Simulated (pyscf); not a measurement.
HB=O + CH₄ -> H₂B–O–CH₃, an addition across a multiple bond or ene-type step (singlet surface; C–H broken, B–H, C–O formed). Structures and frequencies: ωB97X-D3(BJ)/def2-SVP in PySCF. MP2 and CC: frozen core, UHF for open shells. ΔMP2 is the change of the MP2 total energy from the triple- to the quadruple-zeta basis. Energies in kcal/mol from the separated reactants.

Small-basis levels: PySCF, no dispersion term, spherical d functions. AM1 to PM7: differences of heats of formation from MOPAC. Cost: rough CPU time at the saddle relative to B3LYP/6-31G*, from one job on a shared machine.

| level | barrier | reaction energy | cost |
|---|---|---|---|
| HF/STO-3G | 177.8 | -7.6 | 0.06 |
| SVWN5/6-31G* | 82.1 | -0.4 | 0.7 |
| PBE/6-31G* | 88.4 | +9.2 | 1 |
| B3LYP/STO-3G | 122.7 | -0.2 | 0.6 |
| B3LYP/3-21G | 98.9 | +11.6 | 0.8 |
| B3LYP/LANL2DZ | 96.7 | +13.3 | 0.8 |
| B3LYP/6-31G* | 98.9 | +10.5 | 1 |
| B3LYP/6-311+G** | 98.5 | +15.5 | 2 |
| B3LYP/def2-SVP | 98.8 | +11.5 | 1 |
| PM3 | [?] | +21.5 | under 0.02 |
| PM6 | 111.1 | +12.0 | under 0.02 |
| PM7 | [?] | +11.1 | under 0.02 |
| CCSD(T)/def2-TZVPP + ΔMP2(QZVPP) | [?] | +13.0 | – |

Q: Complete the blanks.

A: 
- PM3, barrier: 118.0
- PM7, barrier: 113.5
- CCSD(T)/def2-TZVPP + ΔMP2(QZVPP), barrier: 97.9

Against the last row the barrier runs from -15.8 (SVWN5/6-31G*) to +80.0 kcal/mol (HF/STO-3G). CCSD(T)/def2-TZVPP + ΔMP2(QZVPP) has limits of its own. From the product side, H₂B–O• + CH₃• lies, by one bond made or cut, 9.0 kcal/mol under this saddle at ωB97M-D3(BJ). The same reactants have a lower exit, to H₃C–BH–OH (barrier +50.9 kcal/mol at ωB97M-D3(BJ), against +104.2 kcal/mol here). H₂B–O–CH₃ lies 23.5 kcal/mol over its isomer H₃C–BH–OH (electronic energy, ωB97M-D3(BJ)). This is the saddle that the search found; another between the same sides may lie lower. A restricted solution here is unstable towards spin polarisation, so biradical character is likely and single-reference numbers are less safe. The CCSD(T) − MP2 part came from Ansatz, without density fitting, on the same reference. The largest closed-shell T1 diagnostic is 0.059, which may signal static correlation.
